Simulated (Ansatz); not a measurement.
C3H7FO (`COCCF`). The species carries charge 0 and has multiplicity 1. All single points use the PBE0-D4/def2-TZVP geometry. It is one conformer, not always the lowest.

```xyz
12

C     1.147   -1.054   -0.626
O     1.093    0.307   -0.270
C     0.098    0.626    0.662
C    -1.286    0.760    0.083
F    -1.834   -0.479   -0.214
H     2.045   -1.188   -1.229
H     1.220   -1.692    0.266
H     0.274   -1.367   -1.206
H     0.079   -0.106    1.484
H     0.372    1.598    1.086
H    -1.260    1.344   -0.842
H    -1.948    1.250    0.806
```

Task: What is the dipole moment at ωB97M-V/def2-TZVPP? (An estimate is asked.)

Result: Ansatz gave: 1.02 D, with components (-0.01, 0.59, 0.83) D in this frame, pointing from negative to positive charge.

Task: And with PBE, r2SCAN, B3LYP? (An estimate is asked.)

Result: Ansatz gave: PBE 0.94 D, r2SCAN 0.99 D, B3LYP 1.02 D.

Task: Give the Mulliken charges with ωB97M-V, B3LYP, r2SCAN in def2-TZVPP. (Estimate.)

Result: Ansatz gave: 
```tsv
atom	ωB97M-V	B3LYP	r2SCAN
C1	-0.18	-0.12	0.00
O2	-0.31	-0.33	-0.34
C3	-0.03	0.06	0.14
C4	0.04	0.07	0.15
F5	-0.24	-0.26	-0.25
H6	0.12	0.11	0.06
H7	0.10	0.08	0.04
H8	0.12	0.10	0.07
H9	0.09	0.05	0.02
H10	0.10	0.08	0.04
H11	0.10	0.08	0.04
H12	0.09	0.08	0.03
```

B3LYP here is the variant with VWN-RPA as its local correlation; programs differ in this.
